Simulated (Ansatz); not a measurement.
# C2H4F2O2: the cost of one run

The runs use Ansatz 0.2.0, Gaussian basis; the settings change from run to run.

## Step 1: The molecule

An earlier PBE0-D4 in a triple-zeta def2 set relaxation fixed the geometry.

SMILES `OCOC(F)F`, 10 atoms, charge 0, spin multiplicity 1.

Atoms are counted from 1 here; the program's logs count them from 0.

Bond lengths: O1–C2 1.386 Å, O1–H7 0.962 Å, C2–O3 1.416 Å, C2–H8 1.092 Å, C2–H9 1.092 Å, O3–C4 1.359 Å, C4–F5 1.358 Å, C4–F6 1.337 Å, C4–H10 1.094 Å. Angles: C2–O1–H7 108.8°, O1–C2–O3 112.5°, O1–C2–H8 112.9°, O1–C2–H9 106.7°, O3–C2–H8 104.2°, O3–C2–H9 110.5°, H8–C2–H9 110.1°, C2–O3–C4 114.4°, O3–C4–F5 110.4°, O3–C4–F6 107.3°, O3–C4–H10 113.6°, F5–C4–F6 107.5°, F5–C4–H10 108.0°, F6–C4–H10 109.9°.

As a file:

```
O     0.44751   -1.56761   -0.60806
C    -0.59593   -0.87189   -0.01703
O    -0.14462    0.19896    0.79238
C     0.37734    1.24556    0.09983
F    -0.61493    1.99205   -0.44909
F     1.02373    2.01961    0.97792
H     0.94481   -2.02215    0.07866
H    -1.18783   -1.49030    0.66121
H    -1.22395   -0.49993   -0.82938
H     1.05687    0.94460   -0.70334
```

## Step 2: wB97X/def2-SVPD

Options: unrestricted orbitals.

Contents of in.yaml:

```yaml
crystal:
  periodic: [false, false, false]
  atoms:
    - {symbol: O, position_ang: [0.447507, -1.567606, -0.608064]}
    - {symbol: C, position_ang: [-0.595934, -0.871895, -0.017031]}
    - {symbol: O, position_ang: [-0.144617, 0.198961, 0.792378]}
    - {symbol: C, position_ang: [0.377342, 1.245562, 0.099835]}
    - {symbol: F, position_ang: [-0.614931, 1.992049, -0.449087]}
    - {symbol: F, position_ang: [1.023728, 2.019608, 0.977919]}
    - {symbol: H, position_ang: [0.944812, -2.022152, 0.078658]}
    - {symbol: H, position_ang: [-1.187828, -1.490297, 0.661211]}
    - {symbol: H, position_ang: [-1.223955, -0.499931, -0.829380]}
    - {symbol: H, position_ang: [1.056874, 0.944603, -0.703337]}
basis:
  gaussian: {orbitals: def2-SVPD}
magnetization: {spin_polarized: true, initial_magnetization: 0}
hamiltonian: {xc: {name: wB97X}}
```

Started as:

```bash
$ ansatz run in.yaml --threads 4 --pin off --events-out ev --progress --plain --max-ram 10444MiB
```

What time and memory should one allow on 4 threads of Arm Neoverse V1, shared host?

About 7.5 s, with a peak of 0.72 GiB.
